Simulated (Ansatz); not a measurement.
Frontier orbitals of `BC[SiH3]`.

The species carries charge 0 and has multiplicity 1. The geometry is a stationary point of PBE0-D4/def2-TZVP. Basis def2-TZVPP, Ansatz.

```json
{"functional": "LC-ωPBE", "HOMO (eV)": "-11.81", "LUMO (eV)": "0.89"}
```

(1) Give HOMO and LUMO (eV) with LDA (SPW92), PBE, revPBE, BLYP, r2SCAN, B97M-V, PBE0, B3LYP, r2SCANh, r2SCAN0, HSE06 (plane-wave form), BHLYP, CAM-B3LYP, ωB97X-V, ωB97M-V, HF. (Best estimate.)

## Answers

(1) Ansatz gave: 
```csv
functional,HOMO,LUMO
LDA (SPW92),-7.65,-2.62
PBE,-7.67,-2.35
revPBE,-7.66,-2.23
BLYP,-7.63,-2.19
r2SCAN,-8.00,-1.97
B97M-V,-8.11,-2.13
PBE0,-9.05,-1.37
B3LYP,-8.82,-1.59
r2SCANh,-8.52,-1.64
r2SCAN0,-9.23,-1.15
HSE06 (plane-wave form),-8.64,-1.75
BHLYP,-10.21,-0.35
CAM-B3LYP,-10.42,-0.29
ωB97X-V,-11.43,0.79
ωB97M-V,-11.29,0.52
HF,-12.04,2.03
```

B3LYP here is the variant with VWN-RPA as its local correlation; programs differ in this. LC-ωPBE has ω = 0.4 bohr⁻¹. Positive LUMOs are unbound and depend on the basis.
